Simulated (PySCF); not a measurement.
methanol (CH₄O), SMILES CO.

Coordinates come from a ωB97X-D3(BJ)/def2-TZVP optimisation.

Two levels are set side by side: TDDFT-PBE/def2-TZVPD (PySCF) and ADC(2)/aug-cc-pVDZ (PySCF). Vertical, same geometry; the bases differ. Differences are taken from unrounded values.

| quantity | ADC(2) | TDDFT-PBE | TDDFT-PBE minus ADC(2) |
|---|---|---|---|
| lowest singlet excitation (eV) | 6.24 | 5.92 | -0.32 |

Functionals without exact exchange tend to place singlet excitations lower, as here. Differences between two approximate levels are no errors against the true value.

Rough cost on one machine, each run with all the roots and properties that it gave: ADC(2) against TDDFT-PBE about 2 times.
